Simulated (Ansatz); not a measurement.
# CH4 (triplet): the correlation ladder at distance H1–H2 along a hydrogen transfer = 1.038 Å, cc-pVTZ

How much of the correlation energy of CH4 (triplet) does each wave-function method recover here?

Computed with Ansatz 0.2.0, Gaussian basis. Level: cc-pVTZ, core rule «outside noble gas», up to 1 orbitals frozen.

Plan: UHF; CCSD(T) on ROHF; CCSD(T) on UHF; BCCD(T) on ROHF; CCSDT(Q) on ROHF; CCSDT(Q) on UHF; CASSCF and MRCISD+Q, 4 electrons in 4 orbitals; CASSCF and NEVPT2, 4 electrons in 4 orbitals; CASSCF and MRCISD+Q, 8 electrons in 8 orbitals; CASSCF and NEVPT2, 8 electrons in 8 orbitals.

### Step 1. What is computed

The geometry derives from fragments relaxed apart (PBE0/def2-TZVP) and kept rigid, so it is no stationary point. A hydrogen atom is moved between rigid fragments.

5 atoms, charge 0, spin multiplicity 3.

Atoms are counted from 1 here; the program's logs count them from 0.

Bond lengths: H2–C3 1.090 Å, C3–H4 1.079 Å, C3–H5 1.079 Å. Angles: H2–C3–H4 112.6°, H2–C3–H5 112.6°, H4–C3–H5 134.8°.

### Step 2. UHF

Input file in.yaml:

```yaml
crystal:
  periodic: [false, false, false]
  atoms:
    - {symbol: H, position_ang: [-1.977896, 0.000000, 0.000000]}
    - {symbol: H, position_ang: [-0.939896, 0.000000, 0.000000]}
    - {symbol: C, position_ang: [0.150104, 0.000000, 0.000000]}
    - {symbol: H, position_ang: [0.564572, 0.000000, 0.996161]}
    - {symbol: H, position_ang: [0.564572, 0.000000, -0.996161]}
basis:
  gaussian: {orbitals: cc-pVTZ}
magnetization: {spin_polarized: true, initial_magnetization: 2}
hamiltonian: {xc: hf}
output: {orbitals: {seedname: orbitals}}
```

Launch:

```bash
ansatz run in.yaml --threads 1 --pin off --events-out ev --progress --plain --max-ram 2816MiB --backend cpu
```

After this run come: CCSD(T) on ROHF; CCSD(T) on UHF; BCCD(T) on ROHF; CCSDT(Q) on ROHF; CCSDT(Q) on UHF; CASSCF and MRCISD+Q, 4 electrons in 4 orbitals; CASSCF and NEVPT2, 4 electrons in 4 orbitals; CASSCF and MRCISD+Q, 8 electrons in 8 orbitals; CASSCF and NEVPT2, 8 electrons in 8 orbitals.

**Question.** What will the summary of the whole plan be? Wanted: UCCSDT(Q) below the RHF energy; RMP2 from UCCSDT(Q); UMP2 from UCCSDT(Q); RCCSD from UCCSDT(Q); RCCSD(T) from UCCSDT(Q); UCCSD(T) from UCCSDT(Q); RCCSDT(Q) from UCCSDT(Q); NEVPT2 pair from UCCSDT(Q); NEVPT2 valence from UCCSDT(Q).

The runs gave:

| quantity | value |
| --- | --- |
| UCCSDT(Q) below the RHF energy | -5.5708 eV |
| RMP2 from UCCSDT(Q) | +772.3 meV |
| UMP2 from UCCSDT(Q) | +792.6 meV |
| RCCSD from UCCSDT(Q) | +168.3 meV |
| RCCSD(T) from UCCSDT(Q) | +19.1 meV |
| UCCSD(T) from UCCSDT(Q) | +19.2 meV |
| RCCSDT(Q) from UCCSDT(Q) | +1.0 meV |
| NEVPT2 pair from UCCSDT(Q) | +804.6 meV |
| NEVPT2 valence from UCCSDT(Q) | +820.5 meV |
| MRCISD+Q valence from UCCSDT(Q) | +34.0 meV |
| levels within 1 kcal/mol (43 meV) | RCCSD(T), UCCSD(T), BCCD(T), RCCSDT, UCCSDT, RCCSDT(Q), MRCISD+Q valence |
| T1 diagnostic | 0.023 |
| effectively unpaired electrons | 2.01 |

RCCSD(T) misses by +19.1 meV, 0.3 % of the correlation energy. One determinant dominates. Of the multireference levels listed MRCISD+Q valence comes nearest in total energy (+34.0 meV), which doesn't show that its space is the better one. These misses are within one basis, not against nature; the frozen cores of restricted and unrestricted runs differ, which can shift their rows.
